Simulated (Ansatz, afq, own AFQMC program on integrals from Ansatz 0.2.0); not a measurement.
AlSiH, triplet in 6-31G, levels against full CI

```xyz
3

Si    0.0000    0.0000    2.0886
Al    0.0000    0.0000   -0.2449
H     0.0000    0.0000   -1.8437
```

Connectivity, by distances: Si–AlH.

Basis 6-31G. Only valence electrons are correlated. Ansatz 0.2.0 and our own AFQMC program on the same integrals; the CISD trial comes from CCSD amplitudes, and released means the phaseless constraint is let go. Error bars are statistical, one sigma.

Determinant: UHF, the one that the program's search chose, which needn't be the lowest solution. The geometry is a point of a scan.

Full CI on the same integrals is exact in this basis and with this determinant's frozen core.

Cautions: lower spins were not checked; the released energies are still falling, so no released level is given (meV from the phaseless value at times in 1/Eh: -3.2 ± 2.4 at 0.24, 0 ± 5 at 0.51, -7.7 ± 1.8 at 0.99, -8.9 ± 2.4 at 1.62, -13.1 ± 1.1 at 2.40); the ph-AFQMC/CISD walk drifts between its halves (2.8 errors).

The T1 diagnostic is 0.0327, the weight of the determinant in the CISD state is 0.896 and the ⟨S²⟩ of the determinant is 2.007. The size of the correlated space is 8 electrons in 18 orbitals.

```json
{"level": "MP2", "correlation energy (eV)": "-1.6535"}
{"level": "CCSD", "correlation energy (eV)": "-2.2517"}
{"level": "CCSD(T)", "correlation energy (eV)": "-2.3246"}
```

**Question.** Estimate where phaseless AFQMC with the Hartree–Fock trial lies against CCSD(T) on the same integrals.

**Answer.** 5.3 ± 2.1 kJ/mol above CCSD(T).

Reference: full CI, correlation energy -2.361 eV.

```csv
level,E − E(reference) (kJ/mol),share of correlation (%)
CCSD(T),3.5,98.47
CCSDT,0.7,99.71
CCSDT(Q),0.1,99.97
CCSDTQ,0.0,99.98
ph-AFQMC/HF,8.8 ± 2.1,96.13
ph-AFQMC/CISD,1.6 ± 0.2,99.28
```

CCSDT and higher add their correlation energy to the determinant of the CCSD(T) run, since their own runs factorise the integrals more tightly (a shift of under 2 meV). A walk keeps the symmetry of its determinant, which the program's search chose and which needn't be the lowest solution, so a lower state of the same spin and another symmetry isn't excluded.
